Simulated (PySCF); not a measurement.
C3H6ClF.
Atom-mapped SMILES: `[F:1][CH2:2][CH2:3][CH2:4][Cl:5]` (hydrogens: H6, H7 on C2; H8, H9 on C3; H10, H11 on C4)

Torsions of this conformer, `[F:1][CH2:2][CH2:3][CH2:4][Cl:5]`: F1–C2–C3–C4 -60°, C2–C3–C4–Cl5 -66°.

The closed-shell ground state was solved at several levels (PySCF, density fitting, gas phase, non-relativistic). One conformer (not necessarily the lowest) at the PBE0-D3(BJ)/def2-SVP geometry, without solvent, vibrations or thermal averaging.

| level | basis functions | HOMO (eV) | LUMO (eV) | gap (eV) | dipole (D) |
| --- | --- | --- | --- | --- | --- |
| PBE0/pcSseg-1 | 122 | -8.47 | 0.91 | 9.38 | 2.24 |
| PBE/pcSseg-2 | 271 | -7.06 | -0.42 | 6.64 | 2.11 |

Q: Estimate the row for wB97X-D/def2-SVPD, a basis of 158 functions; the other rows only guide the guess.

A: HOMO -10.43 eV, LUMO 2.24 eV, gap 12.67 eV, dipole 2.26 D.

Q: Over all these levels, which gives the widest orbital gap and which the narrowest?

A: wB97X-D/def2-SVPD (range-separated hybrid) has the widest, 12.67 eV, and PBE/pcSseg-2 (GGA) the narrowest, 6.64 eV. Functional and basis both differ between the two, so the spread mixes both effects.

Q: How far do the dipole and the HOMO energy spread over the levels?

A: The dipole runs from 2.11 to 2.26 D (mean 2.20 D) and the HOMO from -10.43 to -7.06 eV.
